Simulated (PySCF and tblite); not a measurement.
The numbers below are computed, except where a source is named.
C₅H₉F, numbered as in [CH3:1][C@H:2]([F:3])[CH:4]1[CH2:5][CH2:6]1.

Geometries GFN2-xTB; weights from CAM-B3LYP-D3(BJ)/def2-TZVP (IEF-PCM, chloroform) energies and GFN2-xTB thermal corrections, with symmetry numbers and mirror pairs. Conformers within 2.5 kcal/mol (GFN2-xTB free energy) were kept, 3 at most. Codes: tblite and PySCF.

Rotational constants are equilibrium values for the commonest isotopes; dipoles come from the energy level named and are polarised by its solvent model.

Torsions listed: F3–C2–C4–C5.

```tsv
conformer	shape	symmetry
1	84°	C1
2	-38°	C1
3	-179°	C1
```

(1) Give the rotational constants and dipole components.

(2) Which type of transition is strongest for conformer 1?

Results:

(1) 
```csv
conformer,A (MHz),B (MHz),C (MHz),abs μa (D),abs μb (D),abs μc (D),κ,Ic−Ia−Ib (u Å²)
1,6136,2597,2006,1.29,1.88,0.36,-0.71,-25.1
2,6105,2737,2345,0.04,1.89,1.02,-0.79,-51.9
3,6108,2543,2209,1.66,1.33,0.78,-0.83,-52.7
```

(2) b-type, since that component is clearly the largest; the top is asymmetric (κ = -0.71).
